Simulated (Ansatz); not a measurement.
Write a Python script for the Python package of Ansatz (0.2.0) that makes a search for lower mean-field states of B2H4O, SMILES BBO. Use (for the species named): Hartree-Fock, cc-pVDZ basis, multiplicity 1.

```xyz
7

B    -0.8874    0.1610   -0.5943
B     0.2967    0.2188    0.4965
O     0.9439   -1.0196    0.8448
H    -1.1924   -0.7995   -1.1130
H    -1.4837    1.2045   -0.9085
H     0.6243    1.2545    1.0023
H     1.7598   -1.0878    0.2266
```

`states_b2h4o.py`:
```python
'''Does a wider search find a lower mean-field state of B2H4O?'''

import ansatz as az
import numpy as np


def main() -> None:
    geometry = (
        az.Crystal.molecule()
        .atom('B', (-0.8874, 0.161, -0.5943))
        .atom('B', (0.2967, 0.2188, 0.4965))
        .atom('O', (0.9439, -1.0196, 0.8448))
        .atom('H', (-1.1924, -0.7995, -1.113))
        .atom('H', (-1.4837, 1.2045, -0.9085))
        .atom('H', (0.6243, 1.2545, 1.0023))
        .atom('H', (1.7598, -1.0878, 0.2266))
    )
    symbols = [site.symbol for site in geometry.cartesian_sites]

    start = np.array([site.position_ang for site in geometry.cartesian_sites])
    for factor in [1.0, 1.3]:
        xyz = (start - start.mean(axis=0)) * factor
        scaled = az.Crystal.molecule()
        for symbol, place in zip(symbols, xyz):
            scaled = scaled.atom(symbol, place.tolist())
        setup = (
            scaled.calculation()
            .basis(gaussian='cc-pVDZ')
            .functional('hf')
            .spin('collinear')
        )
        for search in ('off', 'standard'):
            try:
                data = setup.scf(lower_state_search=search).run(threads=1).report
            except az.AnsatzError as error:
                print(f'x{factor} search {search}: {type(error).__name__}')
                continue
            state = data['mean_field']['state']
            print(f'all distances x{factor}, search {search:8s} E = {data["free_energy_ev"]:.5f} eV  <S^2> = {abs(state["spin_squared"]):.3f}  other states met: {len(data["mean_field"]["others"])}')


if __name__ == '__main__':
    main()
```

Running `python states_b2h4o.py` prints:
```text
all distances x1.0, search off      E = -3442.72254 eV  <S^2> = 0.000  other states met: 0
all distances x1.0, search standard E = -3442.72254 eV  <S^2> = 0.000  other states met: 0
all distances x1.3, search off      E = -3435.45438 eV  <S^2> = 0.000  other states met: 0
all distances x1.3, search standard E = -3435.45438 eV  <S^2> = 0.000  other states met: 1
```

Total energies depend on the basis set; only differences at equal settings carry meaning. The count of other states can hold repeated and symmetry-equivalent ends of the search; scaling all distances is a test, and for more than two atoms no physical path. The geometry comes from a force field and isn't relaxed at this level. Finished in 2.4 s on 1 thread of Arm Neoverse V1, with other jobs on the host, peak memory 0.17 GiB.
